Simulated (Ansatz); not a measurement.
**BSiH2 (quartet): wave-function methods side by side, def2-QZVPP**

An exercise on one series of results from a longer session: the logs are not shown, and one member is left open.

Computed with Ansatz 0.2.0, Gaussian basis. Level: def2-QZVPP, core rule «outside noble gas», up to 6 orbitals frozen.

Plan: UHF; ROHF; CCSD(T) on UHF.

2 further runs of the same task are left out: 2 set aside as unsound or not needed.

## The system

The geometry is a PBE0/def2-TZVP stationary point (not a proven minimum) of the parent state, kept for this charge and spin.

4 atoms, charge 0, spin multiplicity 4.

Atoms are counted from 1 here; the program's logs count them from 0.

Bond lengths: Si1–B2 1.844 Å, B2–H3 1.322 Å, B2–H4 1.185 Å. Angles: Si1–B2–H3 66.1°, Si1–B2–H4 177.9°, H3–B2–H4 116.0°.

Set-up of the first run:

in.yaml reads:

```yaml
crystal:
  periodic: [false, false, false]
  atoms:
    - {symbol: Si, position_ang: [0.000000, -0.005322, 0.594837]}
    - {symbol: B, position_ang: [0.000000, -0.077872, -1.247918]}
    - {symbol: H, position_ang: [0.000000, 1.150544, -0.760155]}
    - {symbol: H, position_ang: [0.000000, -0.167010, -2.429569]}
basis:
  gaussian: {orbitals: "def2-QZVPP.json"}
magnetization: {spin_polarized: true, initial_magnetization: 3}
hamiltonian: {xc: hf}
output: {orbitals: {seedname: orbitals}}
```

On the command line:

```
$ ansatz run in.yaml --threads 1 --pin off --events-out ev --progress --plain --max-ram 4096MiB --backend cpu
```

Steps of the session up to this table: UHF; ROHF; CCSD(T) on UHF.

One of the session's tables, all rows but one given; the rest of the session is left out.

| method | from UCCSD(T) (kJ/mol) |
| --- | --- |
| ROHF | ? |
| UHF | +590.6 |
| UMP2 | +104.4 |
| UCCSD | +29.6 |
| UCCSD(T) | 0 |

Estimate the missing values for ROHF.

As computed: from UCCSD(T) (kJ/mol): +601.6. In the column «from UCCSD(T) (kJ/mol)» it is the highest.
